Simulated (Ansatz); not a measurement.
A made-up structure of CH$_{4}$N, doublet:

```csv
atom,x (Å),y (Å),z (Å)
C1,-0.0681,-0.2733,-0.2373
N2,-0.2842,0.4231,0.9924
H3,-0.9050,-0.1497,1.5643
H4,-0.7129,-1.1513,-0.3037
H5,0.9789,-0.5971,-0.3422
H6,0.3536,1.2251,0.9967
```

It is relaxed with PBE-D4/def2-SVP and then PBE0-D4/def2-TZVP (Ansatz 0.2.0). Atoms count as bonded within 1.22 times the sum of their covalent radii (H–H: 0.88 Å). The end point is not checked to be a true minimum.

Problem. Does its bonding change? (Judge from chemistry; the calculation decides.)

Solution. By the calculation: No: no bond forms or breaks.

Where it ends: The first stage lowers the energy by 0.82 eV in 7 steps. It ends as CH₄N ([CH2][NH2]):
```
6
angstrom
C -0.0303 -0.4287 -0.1331
N -0.1461 0.2182 1.0872
H -1.0787 0.2651 1.4666
H -0.6348 -1.3142 -0.2759
H 0.9302 -0.3719 -0.6269
H 0.3221 1.1084 1.1524
```

Labels in which every atom is bracketed show which atoms are joined, not bond orders.

For scale, one of the runs: PBE0-D4/def2-TZVP relaxation, 86 basis functions, launched by `ansatz run in.yaml --threads 2 --pin off --events-out ev --progress --plain --max-ram 4352MiB`. Hardware: 2 CPU threads of an Arm Neoverse V1, shared host. Wall time about 7 s.
